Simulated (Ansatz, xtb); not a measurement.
# Two isomers of C5H10

Structure I is `C1CCCC1`, a singlet and structure II is `C=CC(C)C`, a singlet. Both are isolated molecules in the gas phase, relaxed with B3LYP-D3(BJ)/def2-SVP; the shapes shown needn't be the lowest conformers.

I (Å):

| atom | x (Å) | y (Å) | z (Å) |
| --- | --- | --- | --- |
| C | -0.7993 | -0.3197 | -0.2236 |
| C | 0.3203 | 0.7054 | -0.0074 |
| C | 1.0700 | 0.6891 | -1.3499 |
| C | 0.9964 | -0.7835 | -1.8374 |
| C | -0.0870 | -1.4687 | -0.9585 |
| H | -1.5805 | 0.1192 | -0.8694 |
| H | -1.2901 | -0.6406 | 0.7087 |
| H | 0.9854 | 0.3608 | 0.8044 |
| H | -0.0453 | 1.7058 | 0.2731 |
| H | 0.5495 | 1.3484 | -2.0643 |
| H | 2.1028 | 1.0615 | -1.2689 |
| H | 0.7401 | -0.8316 | -2.9070 |
| H | 1.9671 | -1.2913 | -1.7277 |
| H | 0.3922 | -2.1324 | -0.2200 |
| H | -0.7788 | -2.0937 | -1.5437 |

II (Å):

```yaml
atoms:
  - { symbol: C, position_ang: [-0.0590, 1.0737, 2.0324] }
  - { symbol: C, position_ang: [-1.1491, 0.8003, 1.3105] }
  - { symbol: C, position_ang: [-1.7131, 1.6065, 0.1650] }
  - { symbol: C, position_ang: [-1.8157, 0.7305, -1.0956] }
  - { symbol: C, position_ang: [-0.9521, 2.9014, -0.1200] }
  - { symbol: H, position_ang: [0.2655, 0.4096, 2.8380] }
  - { symbol: H, position_ang: [0.5517, 1.9633, 1.8566] }
  - { symbol: H, position_ang: [-1.7118, -0.1137, 1.5431] }
  - { symbol: H, position_ang: [-2.7481, 1.8773, 0.4535] }
  - { symbol: H, position_ang: [-0.8126, 0.4332, -1.4430] }
  - { symbol: H, position_ang: [-2.3138, 1.2737, -1.9145] }
  - { symbol: H, position_ang: [-2.3896, -0.1900, -0.9023] }
  - { symbol: H, position_ang: [-1.4351, 3.4629, -0.9348] }
  - { symbol: H, position_ang: [-0.9151, 3.5549, 0.7653] }
  - { symbol: H, position_ang: [0.0852, 2.6915, -0.4291] }
```

Problem. Estimate which is lower in electronic energy at CCSD(T)/def2-SVP + ΔMP2/def2-TZVPP, and by roughly how much.

Solution. The CCSD(T)/def2-SVP + ΔMP2/def2-TZVPP calculation puts structure I lower, by 56.4 kJ/mol.

The same difference at several levels:

```
                             level               geometry  E(II) − E(I) (kJ/mol)  departure from the last row (kJ/mol)  job, with rough time for the two
                          GFN2-xTB               GFN2-xTB                  +113.9                                 +57.5              optimisation, 0.19 s
                         HF/STO-3G               GFN2-xTB                  +195.6                                +139.2              single point, 0.44 s
                r2SCAN-D4/def2-SVP               GFN2-xTB                   +70.5                                 +14.2               single point, 4.5 s
             B3LYP-D3(BJ)/def2-SVP  B3LYP-D3(BJ)/def2-SVP                   +58.7                                  +2.3                optimisation, 42 s
                       HF/def2-SVP  B3LYP-D3(BJ)/def2-SVP                   +55.6                                  −0.8           part of the CCSD(T) run
                      MP2/def2-SVP  B3LYP-D3(BJ)/def2-SVP                   +69.2                                 +12.8           part of the CCSD(T) run
                  CCSD(T)/def2-SVP  B3LYP-D3(BJ)/def2-SVP                   +60.0                                  +3.6                      single point
CCSD(T)/def2-SVP + ΔMP2/def2-TZVPP  B3LYP-D3(BJ)/def2-SVP                   +56.4                                                      single point, 47 s
```

As drawn, II has 1 C=C in place of 2 C–C. Structure I has a 5-membered ring, II no ring.

None of the levels shown reverses the order. The largest departure from CCSD(T)/def2-SVP + ΔMP2/def2-TZVPP is that of HF/STO-3G, 139.2 kJ/mol. The last row adds to CCSD(T) the change of the MP2 difference between the two basis sets, here −3.6 kJ/mol.

With thermal terms from frequencies at re-optimised GFN2-xTB minima (ideal gas, soft modes damped towards free rotors, one conformer each, 298.15 K, 1 atm): the zero-point term adds −11.9 kJ/mol; ΔH is +48.1 and ΔG +40.0 kJ/mol.

The correlated steps freeze 5 core orbitals. Run with Ansatz 0.2.0, xtb 6.7.1; the last row on 2 threads of Intel(R) Xeon(R) Platinum 8488C (Sapphire Rapids) on a shared host.
